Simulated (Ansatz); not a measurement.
Two shapes of doublet F₄(+) in separate pieces.

Shape 1:

```xyz
4

F     0.0000    0.7060    0.0000
F     0.0000   -0.7060    0.0000
F     0.0000    0.7060    6.0000
F     0.0000   -0.7060    6.0000
```

Shape 2:

```xyz
4

F     0.0000    0.7060    0.0000
F     0.0000   -0.7060    0.0000
F     0.0000    0.7060    3.0000
F     0.0000   -0.7060    3.0000
```

Basis set: cc-pVDZ (spherical functions). Frozen core: 4 orbitals. Correlation on ROHF uses semicanonical orbitals with singles. Charge 1, multiplicity 2.

Computed with Ansatz (development build ahead of 0.2.0); the reference of a correlated method needn't be the lowest determinant of its kind.

Task: Which shape is lower in energy, and by how much in each method?

Result:

| method | E(2) − E(1) (eV) |
| --- | --- |
| ROHF-CCSD | -0.054 |
| UHF-CCSD | -0.124 |
| ROHF-CCSD(T) | -0.228 |
| UHF-CCSD(T) | -0.238 |

Shape 2 is lower. Caution: the reference determinant was not shown to be the lowest; the charge can sit on one fragment and break the point group. Caution for ROHF-CCSD, ROHF-CCSD(T): an unrestricted determinant lies well below. Caution for UHF-CCSD, UHF-CCSD(T): the unrestricted determinant is spin contaminated.
